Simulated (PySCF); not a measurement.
## Level sweep

Compound: CHCl2F.
SMILES: `FC(Cl)Cl`

PySCF, dipoles from the SCF density, polarisabilities from static response with core orbitals frozen. Geometry: PBE0-D3(BJ)/def2-SVP; no solvent, vibrations or thermal averaging.

Reference dipole: 1.290 D (measured, gas; NIST CCCBDB Release 22 (SRD 101), experimental dipoles). Reference polarisability: 6.611 Å³ (measured, gas; NIST CCCBDB Release 22 (SRD 101), experimental polarizabilities). The anisotropy is √(½[(α1 − α2)² + (α2 − α3)² + (α3 − α1)²]).

| level | μ (D) | error (%) | α (au) | error (%) | anisotropy (au) |
| --- | --- | --- | --- | --- | --- |
| PBE0/def2-SVPD | 1.266 | -1.9 | 43.28 | -3.0 | 15.55 |
| BHandHLYP/def2-SVPD | 1.337 | +3.6 | 42.09 | -5.7 | 15.07 |
| CAM-B3LYP/def2-SVPD | 1.296 | +0.4 | 43.17 | -3.2 | 15.21 |
| wB97X-D/def2-SVPD | 1.293 | +0.2 | 42.79 | -4.1 | 15.10 |
| LC-wPBE/def2-SVPD | 1.306 | +1.3 | 42.06 | -5.7 | 14.45 |
| PBE0/6-31G* | 1.364 | +5.8 | 30.04 | -32.7 | 17.89 |
| PBE0/def2-SVP | 1.314 | +1.8 | 28.38 | -36.4 | 15.91 |
| PBE0/6-31+G* | 1.379 | +6.9 | 35.98 | -19.4 | 16.55 |
| PBE0/aug-cc-pVDZ | 1.259 | -2.4 | 42.69 | -4.3 | 16.19 |
| PBE0/def2-TZVP | 1.245 | -3.5 | 36.87 | -17.3 | 17.01 |
| PBE0/def2-TZVPD | 1.235 | -4.3 | 44.15 | -1.0 | 16.03 |
| PBE0/aug-cc-pVTZ | 1.246 | -3.4 | 43.87 | -1.7 | 16.05 |

For the dipole, the smallest error is 0.2% (wB97X-D/def2-SVPD) and the largest 6.9% (PBE0/6-31+G*). For the polarisability, the smallest error is 1.0% (PBE0/def2-TZVPD) and the largest 36.4% (PBE0/def2-SVP). The dipole runs from 1.24 D (PBE0/def2-TZVPD) to 1.38 D (PBE0/6-31+G*). In one basis (def2-SVPD) the functionals order the polarisability from LC-wPBE (lowest) to PBE0 (highest), a spread of 3%. With PBE0 the polarisability is 31.76 au without diffuse functions (mean of 6-31G*, def2-SVP and def2-TZVP) and 41.99 au with them (mean of 6-31+G*, def2-SVPD, aug-cc-pVDZ, def2-TZVPD and aug-cc-pVTZ). Measured values can belong to vibrating molecules; the computed ones are for one fixed geometry.
